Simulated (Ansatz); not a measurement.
A made-up structure of Si$_{2}$H$_{7}$S (charge +1), closed shell:

```
atom    x (Å)    y (Å)    z (Å)
 Si1  -1.3933   0.9726  -0.5459
  S2  -0.4418  -1.0659  -0.3776
 Si3   1.3802  -0.6884   0.8979
  H4  -2.4075   0.7562  -1.5924
  H5  -0.2975   1.8917  -0.9063
  H6  -1.9156   1.1394   0.8225
  H7   0.1708  -1.0885  -1.5805
  H8   2.0335   0.4973   0.3125
  H9   0.7476  -0.4614   2.2099
 H10  -1.0764  -2.2614  -0.2446
```

It is relaxed with PBE-D4/def2-SVP and then PBE0-D4/def2-TZVP (Ansatz 0.2.0). Atoms count as bonded within 1.22 times the sum of their covalent radii (H–H: 0.88 Å). The end point is not checked to be a true minimum.

**Question.** Does its bonding change? (A judgement: the text doesn't fix the answer.)

**Answer.** The calculation gives: No: no bond forms or breaks.

Where it ends: The first stage lowers the energy by 1.64 eV in 9 steps. It ends as Si₂H₇S ([SiH2][SH2][SiH3]), total charge +1:
```tsv
atom	x (Å)	y (Å)	z (Å)
Si1	-1.4756	0.9955	-0.5575
S2	-0.1601	-0.8835	-0.3542
Si3	1.7067	-1.0162	1.1311
H4	-2.4813	0.6373	-1.5761
H5	-0.4316	1.9512	-0.9647
H6	-1.9471	1.0816	0.8352
H7	0.1320	-1.1591	-1.6481
H8	1.9220	0.2986	0.3719
H9	0.6301	-0.3549	1.9957
H10	-1.0952	-1.8589	-0.2376
```

Labels in which every atom is bracketed show which atoms are joined, not bond orders.

For scale, one of the runs: PBE0-D4/def2-TZVP relaxation, 153 basis functions, launched by `ansatz run in.yaml --threads 2 --pin off --events-out ev --progress --plain --max-ram 4352MiB`. Hardware: 2 CPU threads of an Arm Neoverse V2, shared host. Wall time about 39 s.
